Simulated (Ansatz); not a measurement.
**Born effective charge (magnitude) of some cubic solids**

Method: LDA (Ansatz, a quantum-chemistry and plane-wave program, PAW). References are measured values at room or unstated temperature, uncorrected unless marked, so that the deviations hold thermal and zero-point effects besides the level's error.

Values in e.

```
solid                   reference   LDA  deviation (%)
---------------  ----------------  ----  -------------
rock-salt LiF                1.04  1.04            0.0
rock-salt CaO                2.26  2.37           +4.9
rock-salt LiCl               1.23  1.16           -5.7
rock-salt MgO    1.96 (1.96–2.02)  1.97           +0.5
rock-salt NaCl                1.1  1.07           -2.7
rock-salt SrO    2.47 (2.34–2.47)  2.47            0.0
3C-SiC                       2.70  2.73           +1.1
zinc-blende ZnS              2.15  1.90          -11.6
rock-salt NaF                1.02  1.00           -2.0
zinc-blende AlP  2.28 (2.15–2.28)  2.22           -2.6
rock-salt BaO    2.69 (2.69–2.97)  2.80           +4.1
```

Over these 11 solids the mean deviation is -1.3 %, the mean absolute deviation 3.2 % (median 2.6 %), and the worst case zinc-blende ZnS at -11.6 %; the value is too low in 5 of 11 cases.

Spin–orbit coupling is left out, also for the solids with elements from indium on (rock-salt BaO); its size isn't shown.

Brackets give the range of the sources taken for a reference, where it is wide; it can hold other temperatures.

Differences are worked out from the printed values.

Each level is taken at its own relaxed cell. Ansatz's density-functional and Hartree–Fock values are scalar-relativistic unless marked +SOC, with PAW data made under PBE.

Ansatz's runs of these crystals have no spin polarisation.

Not in this set, of the solids of all kinds but layered and molecular ones with a reference value in our tables and a result at some level: 4 for no value at LDA (not run, a failed fit, an unstable or unbound cell, or a value held back for tests); 3 for sources at odds; 1 for a run that failed a test (LDA). These can be a level's best or worst cases. At least 2 more with a reference value are held back for tests. Solids without a released value at any level aren't counted. The metals Ce to Yb are counted apart.

References as tabulated in Posternak et al. (1997), arXiv:cond-mat/9702086; Shukla (2000), arXiv:cond-mat/0002285; arXiv:2311.05107; Bennetto and Vanderbilt (1996), arXiv:mtrl-th/9601002 and others.
